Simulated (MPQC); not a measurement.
**[AlH4]− (SMILES [AlH4-]) at 6 levels**

Wanted: a comparison of 6 runs (HF/STO-3G, HF/3-21G, PBE0/def2-SVP, MP2/STO-3G, MP2/6-31G*, MP2/def2-TZVP) of [AlH4]−. 

Program for the calculation: MPQC 2.3.1.

3 further runs of the same task are left out: 3 set aside as unsound or not needed.

### Step 1. The system as given

[AlH4]− has 5 atoms, charge -1, and is taken as a singlet. As SMILES, `[AlH4-]`. Geometry: a GFN2-xTB relaxation, a rough one for these elements and not checked as a minimum.

Bond lengths: Al1–H2 1.628 Å, Al1–H3 1.628 Å, Al1–H4 1.628 Å, Al1–H5 1.627 Å. Angles: H2–Al1–H3 109.4°, H2–Al1–H4 109.5°, H2–Al1–H5 109.4°, H3–Al1–H4 109.5°, H3–Al1–H5 109.4°, H4–Al1–H5 109.6°.

### Step 2. Energy and forces at HF/STO-3G (run 1)

File run.in:

```
% emacs should use -*- KeyVal -*- mode
molecule<Molecule>: (
   symmetry = c1
   unit = angstrom
   { atoms geometry } = {
      Al [ -0.000020 0.000060 -0.001080 ]
      H  [ 1.443510 -0.504270 0.556410 ]
      H  [ -1.182970 -0.604500 0.939130 ]
      H  [ -0.203840 -0.517130 -1.530710 ]
      H  [ -0.056670 1.625850 0.036250 ]
   }
)
basis<GaussianBasisSet>: (
   name = "STO-3G"
   molecule = $:molecule
   basisdir = "."
   puream = yes
)
mpqc: (
   checkpoint = no
   savestate = no
   restart = no
   do_energy = yes
   do_gradient = yes
   optimize = no
   mole<CLHF>: (
      molecule = $:molecule
      basis = $:basis
      total_charge = -1
      memory = 1000000000
      print_evals = yes
      print_npa = yes
      maxiter = 120
      value_accuracy = 1e-08
      guess_wavefunction<CLHF>: (
         molecule = $:molecule
         total_charge = -1
         memory = 1000000000
         value_accuracy = 1e-3
         basis<GaussianBasisSet>: (
            name = "MINI (Huzinaga)"
            molecule = $:molecule
         )
      )
   )
)
```

The basis set STO-3G is read from a file made from the Basis Set Exchange's data (not shown).

The run is started by

```sh
$ mpqc -o run.out run.in
```

Standard output:

```text
MPQC: Massively Parallel Quantum Chemistry
[...]
  LUMO is    10   A =   0.809910
  total scf energy = -241.1472376056
[...]
Value of the MolecularEnergy: -241.1472376056
  Gradient of the MolecularEnergy:
      1   -0.0000152269
      2    0.0000816488
      3   -0.0004875068
      4    0.0383533026
      5   -0.0133922589
      6    0.0149732600
      7   -0.0313912180
      8   -0.0160568085
      9    0.0251015823
     10   -0.0054545950
     11   -0.0138037647
     12   -0.0407147903
[...]
      symmetry = c1
[...]
```

It took 0.14 s on 1 thread of AMD EPYC 9R45 (Zen 5), shared host.

### Step 3. Energy and gradient at HF/3-21G (run 2)

File input.in:

```
molecule<Molecule>: (
   symmetry = c1
   unit = bohr
   { atoms geometry } = {
      Al [ -0.00003779 0.00011338 -0.00204090 ]
      H  [ 2.72783856 -0.95293219 1.05146251 ]
      H  [ -2.23548931 -1.14233944 1.77469850 ]
      H  [ -0.38520177 -0.97723407 -2.89262268 ]
      H  [ -0.10709078 3.07241122 0.06850257 ]
   }
)
basis<GaussianBasisSet>: (
   name = "3-21G"
   molecule = $:molecule
   basisdir = "."
   puream = yes
)
mpqc: (
   checkpoint = no
   savestate = no
   restart = no
   do_energy = yes
   do_gradient = yes
   optimize = no
   mole<CLHF>: (
      molecule = $:molecule
      basis = $:basis
      total_charge = -1
      memory = 1000000000
      print_evals = yes
      print_npa = yes
      maxiter = 120
      value_accuracy = 1e-08
      guess_wavefunction<CLHF>: (
         molecule = $:molecule
         total_charge = -1
         memory = 1000000000
         value_accuracy = 1e-3
         basis<GaussianBasisSet>: (
            name = "STO-3G"
            molecule = $:molecule
         )
      )
   )
)
```

The basis set 3-21G is read from a file made from the Basis Set Exchange's data (not shown).

The run is started by

```sh
$ mpqc input.in > input.out
```

Standard output:

```text
MPQC: Massively Parallel Quantum Chemistry
[...]
  LUMO is    10   A =   0.358899
  total scf energy = -242.8762639809
[...]
Value of the MolecularEnergy: -242.8762639809
  Gradient of the MolecularEnergy:
      1   -0.0000094897
      2    0.0000683614
      3   -0.0001962398
      4   -0.0078692992
      5    0.0027546711
      6   -0.0029298601
      7    0.0064768271
      8    0.0033009526
      9   -0.0050450194
     10    0.0010837124
     11    0.0027756852
     12    0.0082832613
[...]
      symmetry = c1
[...]
```

It took 0.18 s on 1 thread of AMD EPYC 9R45 (Zen 5), shared host.

Runs 3 to 5 aren't shown in full; the table further down has their settings and results.

### Step 4. Energy and gradient at MP2/def2-TZVP (run 6)

File mol.in:

```
% emacs should use -*- KeyVal -*- mode
molecule<Molecule>: (
    symmetry = c1
    unit = bohr
    { atoms geometry } = {
        Al [ -0.00003779   0.00011338  -0.00204090 ]
        H  [ 2.72783856  -0.95293219   1.05146251 ]
        H  [ -2.23548931  -1.14233944   1.77469850 ]
        H  [ -0.38520177  -0.97723407  -2.89262268 ]
        H  [ -0.10709078   3.07241122   0.06850257 ]
    }
)
basis<GaussianBasisSet>: (
    name = "def2-TZVP"
    molecule = $:molecule
    basisdir = "."
    puream = yes
)
mpqc: (
    checkpoint = no
    savestate = no
    restart = no
    do_energy = yes
    do_gradient = yes
    optimize = no
    mole<MBPT2>: (
        molecule = $:molecule
        basis = $:basis
        memory = 1000000000
        method = mp
        nfzc = 5
        reference<CLHF>: (
            molecule = $:molecule
            basis = $:basis
            total_charge = -1
            memory = 1000000000
            print_evals = yes
            maxiter = 120
            value_accuracy = 1e-08
            guess_wavefunction<CLHF>: (
                molecule = $:molecule
                total_charge = -1
                memory = 1000000000
                value_accuracy = 1e-3
                basis<GaussianBasisSet>: (
                    name = "STO-3G"
                    molecule = $:molecule
                )
            )
        )
    )
)
```

The basis set def2-TZVP is read from a file made from the Basis Set Exchange's data (not shown).

The run is started by

```sh
$ mpqc mol.in > mol.out
```

Standard output:

```text
MPQC: Massively Parallel Quantum Chemistry
[...]
  LUMO is    10   A =   0.310701
  total scf energy = -244.2445656578
[...]
  MP2 correlation energy [au]:         -0.115546574489
  MP2 energy [au]:                   -244.360112232280
[...]
Value of the MolecularEnergy: -244.3601122323
  Gradient of the MolecularEnergy:
      1   -0.0000088298
      2    0.0000622187
      3   -0.0001913331
      4   -0.0024326542
      5    0.0008547023
      6   -0.0008421543
      7    0.0020186273
      8    0.0010236337
      9   -0.0015128151
     10    0.0003190147
     11    0.0008323714
     12    0.0025277321
[...]
        symmetry = c1
[...]
```

Run time: 9.6 s. Hardware: 1 thread of AMD EPYC 9R45 (Zen 5), shared host; peak memory 0.35 GiB.

### Step 5. The series

| run | level | starting guess | integration grid | energy (Eh) | HOMO energy (eV) | LUMO energy (eV) | HOMO–LUMO gap (eV) | wall time |
| --- | --- | --- | --- | --- | --- | --- | --- | --- |
| 1 | HF/STO-3G | MINI (Huzinaga) | – | -241.147238 | -1.39 | 22.04 | 23.42 | 0.14 s |
| 2 | HF/3-21G | STO-3G | – | -242.876264 | -5.07 | 9.77 | 14.84 | 0.18 s |
| 3 | PBE0/def2-SVP | huckel STO-3G | xfine | -244.636005 | -2.10 | 6.96 | 9.06 | 9.6 s |
| 4 | MP2/STO-3G | STO-2G | – | -241.188161 | -1.39 | 22.04 | 23.42 | 0.16 s |
| 5 | MP2/6-31G* (spherical functions) | MINI (Huzinaga) | – | -244.280573 | -5.14 | 9.07 | 14.22 | 0.63 s |
| 6 | MP2/def2-TZVP | STO-3G | – | -244.360112 | -5.33 | 8.45 | 13.78 | 9.6 s |

### Step 6. Outcome

| quantity | value |
| --- | --- |
| run 6: total energy | -244.36011 Eh |
| run 6: HOMO energy (Hartree–Fock orbitals) | -5.33 eV |
| run 6: LUMO energy (Hartree–Fock orbitals) | 8.45 eV |
| run 6: HOMO–LUMO gap (to an unbound level, set by the basis) | 13.78 eV |
| run 6: correlation energy (5 core orbitals frozen) | -115.5 mEh |
| run 6: largest force on an atom | 0.143 eV/Å |

Over runs 1, 2, 3 the HOMO–LUMO gap runs from 9.06 eV (PBE0/def2-SVP) to 23.42 eV (HF/STO-3G). The two ends differ in method and basis. The empty levels of an anion lie above zero and hang on the basis. In runs 1, 4 the basis is minimal, so the values are rough. All runs together took 20 s, the longest 9.6 s.
